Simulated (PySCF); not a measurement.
**Core-level binding energies of trichlorofluoromethane**

Species: trichlorofluoromethane, CCl3F.
Atom-mapped SMILES: `[F:1][C:2]([Cl:3])([Cl:4])[Cl:5]`

The calculation used delta-SCF UKS SCAN, pcX-2 on the ionised atom, pcseg-1 elsewhere, spin-free X2C (PySCF 2.14.0). Each binding energy is the total energy of the core-ionised species, with the hole localised on one atom, minus that of the ground state; both are solved self-consistently, so orbital relaxation is included.

Q: List the computed XPS lines with their assignment.

A: 
| atom(s) | environment | level | binding energy (eV) | 2p1/2 (eV) | count |
| --- | --- | --- | --- | --- | --- |
| Cl3/Cl4/Cl5 | chlorine of a CCl3 group | Cl 2p3/2 | 207.29 | 208.95 | 3 |
| C2 | CCl3 carbon | C 1s | 297.98 | – | 1 |
| F1 | alkyl fluorine | F 1s | 694.38 | – | 1 |
| Cl3/Cl4/Cl5 | chlorine of a CCl3 group | Cl 1s | 2829.86 | – | 3 |

Q: Which photon energy gives electrons from F 1s of F1 a kinetic energy of 200 eV, and what is their de Broglie wavelength?

A: hν = 694.38 + 200 = 894.38 eV, recoil neglected; λ = 12.264 Å/√(E/eV) = 0.87 Å.

The first atom of each set that the bonding makes equivalent was ionised and stands for the set. Spin–orbit coupling isn't in the SCF: each 2p doublet comes from a relaxed spin-free hole plus a matrix of the shell (mean-field spin–orbit coupling and the ground-state 2p splitting), with 2p3/2 averaged over its two sublevels. 2p1/2 minus 2p3/2 (ligand field included): Cl 1.65 eV. Isolated species at its GFN2-xTB geometry, gas phase.
